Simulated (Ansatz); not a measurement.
**CH4BO (SMILES [BH]OC): UCCSD(T)/def2-TZVP**

What is the vertical ionisation energy of CH4BO at UCCSD(T)/def2-TZVP? 

Program for the calculation: Ansatz 0.2.0.

34 further runs of the same task are left out: 34 set aside as unsound or not needed.

## (1) The structure to begin with

The species is CH4BO (7 atoms), meant as a doublet with charge 0. SMILES: `[BH]OC`. The shape is that of a PBE0-D4/def2-TZVP optimisation. This is one conformer, not always the lowest.

Bond lengths: B1–O2 1.320 Å, O2–C3 1.426 Å, B1–H4 1.207 Å, C3–H5 1.093 Å, C3–H6 1.090 Å, C3–H7 1.090 Å. Angles: B1–O2–C3 124.1°, O2–B1–H4 124.7°, O2–C3–H5 110.9°, O2–C3–H6 108.4°, O2–C3–H7 108.4°, H5–C3–H6 109.9°, H5–C3–H7 109.9°, H6–C3–H7 109.2°.

## (2) The energy at UCCSD(T)/def2-TZVP

The input, molecule.yaml:

```yaml
basis:
  gaussian: {orbitals: def2-TZVP}
crystal:
  periodic: [false, false, false]
  atoms:
    - {symbol: B, position_ang: [-1.319600, -1.025700, -0.172900]}
    - {symbol: O, position_ang: [-0.272400, -0.707100, 0.564500]}
    - {symbol: C, position_ang: [0.642200, 0.338600, 0.243900]}
    - {symbol: H, position_ang: [-1.628500, -0.474200, -1.201600]}
    - {symbol: H, position_ang: [0.357800, 0.834000, -0.687600]}
    - {symbol: H, position_ang: [0.643000, 1.059300, 1.062300]}
    - {symbol: H, position_ang: [1.638900, -0.092800, 0.145600]}
correlation: {method: ccsd_t, frozen_orbitals: {B: 1, C: 1, H: 0, O: 1}}
scf: {omitted_lower_state_checks: [cluster_reference, increment]}
accuracy: high
magnetization: {spin_polarized: true, initial_magnetization: 1}
```

Launch:

```sh
$ ansatz run molecule.yaml --threads 1 --pin off --max-ram 3480MiB --events-out events.jsonl --progress --plain --runs-dir runs
```

The log of the run (excerpt; [...] marks lines left out):

```text
Warning: RAYON_NUM_THREADS=1 ignored (pool sized by the plan → 1); use --threads N
Functional definition: HF
  name "HF"
[...]
2137 factors; integrals over basis functions are off by at most 3.8e-9 eV
[...]
mean field -3803.19253267 eV, -139.7647476790 hartree, gradient 2.6e-8 eV, S^2 0.754431; 0 other end points of the search recorded, 0 dependent functions left out
3 core orbitals not correlated: weight in the atoms' cores, before any rotation towards them, 1.000 or more for the frozen orbitals, at most 0.000 for the correlated occupied ones
reference -3803.19253267 eV, -139.7647476790 hartree; 9, 8 occupied and 105, 106 virtual orbitals, 2137 factors
second order -12.97666954 eV of doubles, -0.00000000 eV of singles
cycle   1  -13.28672754 eV  change   -3.1e-1 eV  update   8.5e-2
[...]
cycle  22  -13.72875253 eV  change  -1.5e-10 eV  update   1.3e-9
perturbative correction -0.50001638 eV, -0.0183752631 hartree
Total energy: -3817.42130158 eV, -140.2876452919 hartree
Checks for a lower state left out: cluster_reference, increment
```

It took 1.9 min on 1 thread of Arm Neoverse V1, shared host; peak memory 2.5 GiB.

## (3) The singlet cation, same level

The input, job.yaml:

```yaml
crystal:
  periodic: [false, false, false]
  atoms:
    - symbol: B
      position_ang: [-1.319600, -1.025700, -0.172900]
    - symbol: O
      position_ang: [-0.272400, -0.707100, 0.564500]
    - symbol: C
      position_ang: [0.642200, 0.338600, 0.243900]
    - symbol: H
      position_ang: [-1.628500, -0.474200, -1.201600]
    - symbol: H
      position_ang: [0.357800, 0.834000, -0.687600]
    - symbol: H
      position_ang: [0.643000, 1.059300, 1.062300]
    - symbol: H
      position_ang: [1.638900, -0.092800, 0.145600]
basis:
  gaussian: {orbitals: def2-TZVP}
total_charge: 1
correlation: {method: ccsd_t, frozen_orbitals: {B: 1, C: 1, H: 0, O: 1}}
accuracy: high
scf: {omitted_lower_state_checks: [cluster_reference, increment]}
```

Launch:

```sh
$ ansatz run job.yaml --threads 1 --pin off --max-ram 3480MiB --events-out events.jsonl --progress --plain --runs-dir runs
```

The log of the run (excerpt; [...] marks lines left out):

```text
Warning: RAYON_NUM_THREADS=1 ignored (pool sized by the plan → 1); use --threads N
[... 2 set-up lines as earlier in the session ...]
[...]
2137 factors; integrals over basis functions are off by at most 3.8e-9 eV
[...]
mean field -3795.41709796 eV, -139.4790057239 hartree, gradient 2.3e-8 eV, S^2 0.000000; 0 other end points of the search recorded, 0 dependent functions left out
3 core orbitals not correlated: weight in the atoms' cores, before any rotation towards them, 1.000 or more for the frozen orbitals, at most 0.000 for the correlated occupied ones
reference -3795.41709796 eV, -139.4790057239 hartree; 8, 8 occupied and 106, 106 virtual orbitals, 2137 factors
second order -12.88674436 eV of doubles, -0.00000000 eV of singles
cycle   1  -13.05871412 eV  change   -1.7e-1 eV  update   1.0e-1
[...]
cycle  24  -13.55367629 eV  change   5.4e-10 eV  update  7.9e-10
perturbative correction -0.52833158 eV, -0.0194158273 hartree
Total energy: -3809.49910582 eV, -139.9965099677 hartree
Checks for a lower state left out: cluster_reference, increment
```

It took 32 s on 1 thread of Arm Neoverse V1, shared host; peak memory 1.1 GiB.

## (4) Summary of results

At UCCSD(T)/def2-TZVP, 3 core orbitals frozen:

```
                                                   quantity          value
                                doublet CH4BO: total energy  -140.28765 Eh
 doublet CH4BO: correlation energy (3 core orbitals frozen)     -522.9 mEh
                              doublet CH4BO: (T) correction     -18.38 mEh
           doublet CH4BO: ⟨S²⟩ of the reference determinant          0.754
                               doublet CH4BO: T1 diagnostic          0.016
                               singlet cation: total energy  -139.99651 Eh
singlet cation: correlation energy (3 core orbitals frozen)     -517.5 mEh
                             singlet cation: (T) correction     -19.42 mEh
                              singlet cation: T1 diagnostic          0.020
         vertical ionisation energy (to the singlet cation)       7.922 eV
```

In words: The vertical ionisation energy comes to 7.92 eV (183 kcal/mol). Only the singlet of the ionised species was computed; a triplet could lie lower. The triples (doublet CH4BO) make up 3.5 % of the correlation energy. The T1 diagnostic (singlet cation) of 0.020 is above the customary mark for such species, so a single reference may not serve. The triples (singlet cation) make up 3.8 % of the correlation energy.
